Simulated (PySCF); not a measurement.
**How well do the runs reproduce experiment for C5H6?**

**Measured values to compare with.**

From NIST CCCBDB Release 22 (SRD 101), experimental dipoles, for the gas: dipole moment 0.662 D.

The runs below try to reproduce these values; the comparison stands at the end.

Compound: C5H6.
SMILES with atom numbers: `[CH:1]#[C:2]/[CH:3]=[CH:4]/[CH3:5]` (hydrogens: H6 on C1; H7 on C3; H8 on C4; H9, H10, H11 on C5)

Geometry (PBE0-D3(BJ)/def2-TZVP, Å), atoms numbered from 1 in this order:
```
atom  x, y, z in Å
C1     3.013    0.293    0.461
C2     1.826    0.112    0.553
C3     0.435   -0.112    0.697
C4    -0.458    0.076   -0.278
C5    -1.917   -0.158   -0.135
H6     4.062    0.446    0.375
H7     0.099   -0.458    1.672
H8    -0.102    0.423   -1.245
H9    -2.174   -0.501    0.868
H10   -2.481    0.758   -0.342
H11   -2.265   -0.905   -0.856
```

The PySCF runs (gas phase, on this PBE0-D3(BJ)/def2-TZVP geometry; no spin–orbit coupling):

| level | job | basis functions | wall time |
| --- | --- | --- | --- |
| PBE0-D3(BJ)/def2-TZVP, grid level 2 | geometry optimisation from a GFN2-xTB start shaken at random | 191 | 1.9 min |
| PBE0/pcSseg-2 | shieldings, charges and field gradients, density and orbital grids written | 264 | 38 s |
| CAM-B3LYP/aug-cc-pVTZ | 10 singlets by full TDDFT, 4 Tamm–Dancoff triplets, polarisability | 368 | 62 s |
| PBE0/aug-cc-pVTZ | 10 singlets by full TDDFT, 4 Tamm–Dancoff triplets, polarisability, dynamic polarisability, density and orbital grids written | 368 | 64 s |
| wB97X-D/aug-cc-pVTZ | 10 singlets by full TDDFT, 4 Tamm–Dancoff triplets, polarisability, ΔSCF ions | 368 | 1.9 min |

Hardware: Intel Xeon Platinum 8259CL at 2.50 GHz, one thread, on a shared host.

Results beside the measurements:

**Dipole moment.** Measured: 0.662 D (NIST CCCBDB Release 22 (SRD 101), experimental dipoles).

```json
{"level": "PBE0-D3(BJ)/def2-TZVP", "computed (D)": "1.154", "computed − measured (D)": "+0.492", "% (from the printed values)": "+74"}
{"level": "PBE0/pcSseg-2", "computed (D)": "1.174", "computed − measured (D)": "+0.512", "% (from the printed values)": "+77"}
{"level": "CAM-B3LYP/aug-cc-pVTZ", "computed (D)": "1.161", "computed − measured (D)": "+0.499", "% (from the printed values)": "+75"}
{"level": "PBE0/aug-cc-pVTZ", "computed (D)": "1.178", "computed − measured (D)": "+0.516", "% (from the printed values)": "+78"}
{"level": "wB97X-D/aug-cc-pVTZ", "computed (D)": "1.163", "computed − measured (D)": "+0.501", "% (from the printed values)": "+76"}
```

All 5 levels lie above the measurement. The computed dipoles belong to one fixed geometry; measured ones are averaged over vibrations unless marked μe. Magnitudes are compared, not signs.

The geometry is computed, not the measured one. Where a level misses, the cause wasn't examined.
